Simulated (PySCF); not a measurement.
# How methods differ on the ionisation energy of F

F [He] 2s2 2p5 (2P) → F⁺ [He] 2s2 2p4 (3P), as a difference of total energies. Computed with PySCF 2.14 in ANO-RCC-VTZP (4s3p2d1f, 30 functions), with scalar relativity by spin-free X2C-1e. Correlated levels: valence and next inner shell: nothing frozen. The calculations carry no spin-orbit coupling.

```
                                method  ionisation energy (eV)  error (eV)
                                   UHF                  15.659      -1.768
    MP2 (valence and next inner shell)                  17.249      -0.178
SCS-MP2 (valence and next inner shell)                  17.223      -0.204
   CCSD (valence and next inner shell)                  17.154      -0.273
CCSD(T) (valence and next inner shell)                  17.198      -0.229
  CCSDT (valence and next inner shell)                  17.199      -0.228
```

Reference: 17.427 eV (measured; NIST levels, between the centres of gravity of the two terms).

Errors of the correlated levels include the incompleteness of this basis.
